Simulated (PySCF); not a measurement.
```xyz
3
charge 2 multiplicity 1, angstrom
S     1.0347    0.0000    0.0000
O    -0.4506    0.0000    0.0000
O    -1.6176    0.0000    0.0000
```

Method: PySCF, CAM-B3LYP, basis S def2-SVP, O def2-SVP (no relativity, density fitting).

This geometry of SO₂²⁺ is a stationary point at this level.

Q: What is the point group?

A: C∞v.

Q: Is it a minimum?

A: Yes: all harmonic wavenumbers are real.

Q: List the harmonic modes with their infrared intensities.

A: 
```
symmetry  ω (cm⁻¹)  IR (km/mol, summed over degenerate members)
       π       417                                         15.3
      σ+       886                                          0.0
      σ+      1687                                          155
```

Q: What are the dipole moment and the gap between the highest occupied and lowest empty levels?

A: 3.00 D about the centre of mass and 7.19 eV.

In C∞v the vibrations span π + 2σ+.

This need not be the most stable arrangement of these atoms.
